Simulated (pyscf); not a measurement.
Optimised with ωB97X-D3(BJ)/def2-SVP in PySCF.

Estimate by transition-state theory the rate constant of •H₂Si–GeH₃ + H₂ → H₃Si–GeH₃ + H• (doublet surface; H–H broken, H–Si formed) at 600 K, with ωB97M-D3(BJ)/def2-TZVP energies (ideal gas, 1 atm, RRHO with modes under 100 cm⁻¹ raised to 100, one conformer, R ln 2 for chiral ones without a mode under 150 cm⁻¹; no tunnelling).

The electronic barrier is 18.1 kcal/mol and the thermal terms add +13.2, so ΔG‡ = 31.3 kcal/mol. With k_BT/h = 1.25e+13 s⁻¹ and RT = 1.192 kcal/mol, and a volume of 8.18e-20 cm³ per molecule at 1 atm, k = 4.2e-18 cm³ molecule⁻¹ s⁻¹. Wigner's tunnelling factor for 907i cm⁻¹ would be 1.20. A shift of 1 kcal/mol in the barrier changes k by a factor 2.3. •H₂Si–GeH₃ lies 8.4 kcal/mol over its isomer H₃Si–GeH₂• (electronic energy, ωB97M-D3(BJ)/def2-TZVP). One saddle was located; it need not be the lowest between these sides. The angle at the transferred H is 178°. Elements up to Kr have no core potential and no relativistic terms here.
